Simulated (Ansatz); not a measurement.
# CH2F+ (SMILES [CH2+]F): functionals against CCSD(T) at one geometry

The task here is to estimate one member of a computed series from the others.

The runs use Ansatz 0.2.0, Gaussian basis; single points in def2-TZVPP.

Cores are frozen in the correlated methods.

## Starting geometry

SMILES `[CH2+]F`, 4 atoms, charge 1, spin multiplicity 1.

Atoms are counted from 1 here; the program's logs count them from 0.

Bond lengths: C1–F2 1.221 Å, C1–H3 1.112 Å, C1–H4 1.119 Å. Angles: F2–C1–H3 117.4°, F2–C1–H4 119.6°, H3–C1–H4 122.9°.

Coordinates:

```xyz
4
charge 1, multiplicity 1
C     0.0522    0.0430   -0.0976
F     0.8819    0.5895    0.6125
H    -0.3098    0.6034   -0.9870
H    -0.3191   -0.9782    0.1710
```

The first run:

Input file run/in.yaml:

```yaml
crystal:
  periodic: [false, false, false]
  atoms:
    - {symbol: C, position_ang: [0.052176, 0.043045, -0.097574]}
    - {symbol: F, position_ang: [0.881918, 0.589492, 0.612534]}
    - {symbol: H, position_ang: [-0.309751, 0.603352, -0.987048]}
    - {symbol: H, position_ang: [-0.319105, -0.978161, 0.171046]}
basis:
  gaussian: {orbitals: def2-TZVPP}
total_charge: 1
hamiltonian: {xc: pbe, dispersion: d4}
output: {forces: true}
```

Started as:

```
ansatz run in.yaml --threads 2 --pin off --events-out ev --progress --plain --max-ram 3481MiB
```

Among the steps run: PBE-D4/def2-TZVPP; r2SCAN-D4/def2-TZVPP; PBE0-D4/def2-TZVPP; wB97M-V/def2-TZVPP; CCSD(T)/def2-TZVPP.

One of the session's tables, all rows but one given; the rest of the session is left out.

```
   method  RMS force component (eV/Å)  angle to CCSD(T) forces (°)
   PBE-D4                       0.624                         21.6
r2SCAN-D4                       0.514                          3.0
  PBE0-D4                           ?                            ?
  wB97M-V                       0.518                          4.8
  CCSD(T)                       0.590                    reference
```

Estimate the missing values for PBE0-D4.

**Answer.** RMS force component (eV/Å): 0.395; angle to CCSD(T) forces (°): 15.2. In the column «RMS force component (eV/Å)» it is the lowest.

Limits of these values: The reference is not at the basis limit: in triple zeta CCSD(T) underbinds, which counts against methods that bind more; the gaps are no ranking.
